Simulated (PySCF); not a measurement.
Species: C₅H₈F (doublet state).
Atom-mapped SMILES: `[H]/[C:1]=[CH:2]\[C@H:3]([CH3:4])[CH2:5][F:6]` (hydrogens: H7 on C1; H8 on C2; H9 on C3; H10, H11, H12 on C4; H13, H14 on C5)

Geometry (GFN2-xTB, Å), atoms numbered from 1 in this order:
```
atom  x, y, z in Å
C1     1.926   -0.168   -1.506
C2     0.687   -0.080   -1.163
C3     0.152   -0.017    0.270
C4    -0.740   -1.226    0.537
C5    -0.633    1.276    0.470
F6     0.196    2.367    0.403
H7     2.888   -0.213   -1.053
H8    -0.101   -0.049   -1.908
H9     0.999   -0.017    0.963
H10   -1.099   -1.216    1.564
H11   -1.599   -1.223   -0.130
H12   -0.181   -2.144    0.377
H13   -1.102    1.300    1.461
H14   -1.394    1.409   -0.307
```

The hyperfine couplings belong to this conformer and change with its torsions.

Theory: UKS B3LYP, pcH-1 on C F H, non-relativistic, mean-field spin-orbit, GIAO in PySCF. Geometry: GFN2-xTB, one conformer, isolated molecule. The geometry wasn't refined by DFT: couplings that depend on bond lengths, twists or pyramidal angles can differ widely from those at the functional's own minimum. No stability test was run, so a lower SCF solution isn't excluded.

Principal values of hyperfine tensors in MHz (contact and dipolar terms together), for some of the nuclei:

```json
{"atom": "C1", "isotope": "13C", "A1": "224.32", "A2": "245.94", "A3": "448.74"}
{"atom": "H8", "isotope": "1H", "A1": "105.17", "A2": "106.12", "A3": "123.36"}
{"atom": "C3", "isotope": "13C", "A1": "70.79", "A2": "71.58", "A3": "97.00"}
{"atom": "C2", "isotope": "13C", "A1": "-38.07", "A2": "-16.49", "A3": "-1.56"}
{"atom": "C4", "isotope": "13C", "A1": "-6.34", "A2": "-6.25", "A3": "-4.98"}
{"atom": "H13", "isotope": "1H", "A1": "4.66", "A2": "5.19", "A3": "7.65"}
{"atom": "H9", "isotope": "1H", "A1": "-11.97", "A2": "-6.86", "A3": "2.05"}
{"atom": "C5", "isotope": "13C", "A1": "-5.27", "A2": "-5.05", "A3": "-3.30"}
```

Task: Give the isotropic coupling of each nucleus in MHz and in mT (g = 2.0022), and the anisotropic part.

Result: a_iso = (A1 + A2 + A3)/3, Ti = Ai − a_iso; 1 mT corresponds to 28.024 MHz.

```csv
atom,a_iso (MHz),a_iso (mT),T1,T2,T3
C1,306.33,10.931,-82.02,-60.40,142.41
H8,111.55,3.981,-6.38,-5.43,11.81
C3,79.79,2.847,-9.00,-8.21,17.21
C2,-18.71,-0.668,-19.37,2.22,17.15
C4,-5.86,-0.209,-0.48,-0.39,0.87
H13,5.83,0.208,-1.17,-0.65,1.82
H9,-5.59,-0.200,-6.38,-1.27,7.64
C5,-4.54,-0.162,-0.73,-0.51,1.24
```

Task: What spin density at the nucleus of C1 lies behind its contact coupling (g_N = 1.40482)?

Result: a_FC = (2μ0/3) gₑ μB g_N μN ρ(0)/(2S·h) = 800.24 MHz × g_N × ρ(0)/(2S), with ρ in bohr⁻³. With a_FC = 306.33 MHz and 2S = 1, ρ(0) = 0.2725 bohr⁻³.

Task: H7 (1H, g_N = 5.58569) isn't in the table. Its spin density at the nucleus is 0.007945 bohr⁻³. What is its contact coupling?

Result: By the same relation, a_FC = 35.5 MHz. Its full tensor has the principal values 2.82, 28.71, 75.01 MHz.

Task: Name the largest traceless tensor T of the table and describe it.

Result: C1: -82.0, -60.4, 142.4 MHz, rhombic: the two smaller values differ by 15 % of the largest.

Task: What first-order splitting does C3 cause when the field lies along A1, A2 or A3 of its tensor (g taken as isotropic, no quadrupole term)?

Result: 2 lines (I = 1/2), spaced by |A_i|/(g × 13.996): 2.53, 2.55, 3.46 mT along the axes of A1, A2 and A3.
